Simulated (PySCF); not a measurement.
# Dipole moment and polarisability of `OCP1(=S)CC1`

C3H7OPS.
Atom-mapped SMILES: `[OH:1][CH2:2][P:3]1(=[S:4])[CH2:5][CH2:6]1` (hydrogens: H7 on O1; H8, H9 on C2; H10, H11 on C5; H12, H13 on C6)

Geometry (GFN2-xTB, Å), atoms numbered from 1 in this order:
```xyz
13
C3H7OPS angstrom
O      2.244    0.886   -0.801
C      1.470    0.412    0.251
P      0.015   -0.545   -0.431
S      0.417   -1.892   -1.774
C     -1.340   -0.582    0.786
C     -1.506    0.453   -0.351
H      2.466    0.147   -1.389
H      2.038   -0.259    0.915
H      1.116    1.274    0.820
H     -1.188   -0.193    1.783
H     -2.006   -1.435    0.755
H     -2.269    0.236   -1.088
H     -1.460    1.498   -0.076
```

Level: B3LYP/def2-SVPD (PySCF), static field, nuclei fixed, core orbitals frozen in the response. The polarisability tensor in these axes (au):

```
x   94.17 -2.58 -9.02
y   -2.58 86.33 13.46
z   -9.02 13.46 86.56
```

Question: Diagonalise the tensor; give its mean and Δα, where Δα² is half the sum of the squared differences of the eigenvalues.

Answer: Principal values 71.96, 89.14 and 105.96 au; mean 89.02 au = 13.19 Å³ = 14.68 × 10⁻⁴⁰ C²·m²/J; Δα = 29.44 au (33 % of the mean).

Question: What is the dipole moment, and where does it point?

Answer: (-1.48, 1.63, 3.13) D, 3.82 D in size, pointing from the negative to the positive side. Measured along this direction, the outermost atoms are S4 at the negative end and H10 at the positive end.

Question: What depolarisation ratio follows for Rayleigh scattering of linearly polarised light, taking the static tensor?

Answer: ρ = 3Δα²/(45ᾱ² + 4Δα²) = 2600.8/(356604 + 3467.7) = 0.00722.

Question: Find the Langevin capture rate constant for NO+ (29.998 u) meeting this molecule (121.996 u), k = 2.342 × 10⁻⁹ cm³/s × √(α in Å³ / reduced mass in u).

Answer: The reduced mass is 24.08 u, so k = 1.73 × 10⁻⁹ cm³/s. The formula leaves out the permanent dipole, which adds to the capture rate.

Question: What are the principal values of the traceless quadrupole moment, Θ = ½Σq(3rr − r²1), about the centre of nuclear charge?

Answer: -8.06, 1.91, 6.16 D·Å. The values depend on the origin, since the dipole doesn't vanish. The electronic extent ⟨r²⟩ about the same centre is 898 bohr², a root-mean-square distance of 1.98 Å for the 64 electrons.

Question: What would n − 1 = 2πNα be for an ideal gas of these molecules at 350 K and 1 atm, electronic part alone?

Answer: N = p/kT = 2.0968 × 10¹⁹ cm⁻³, so n − 1 = 2π × N × 13.19 × 10⁻²⁴ cm³ = 1738 × 10⁻⁶ at long wavelengths.

Question: How large is μ²/3kT at 250 K beside α?

Answer: In Gaussian units μ²/3kT = 141.07 Å³ against 13.19 Å³, a ratio of 10.69; the Debye molar polarisation (4π/3)N_A(α + μ²/3kT) is 389.1 cm³/mol, leaving out the vibrational part.

Isolated species at its GFN2-xTB geometry (one conformer only).
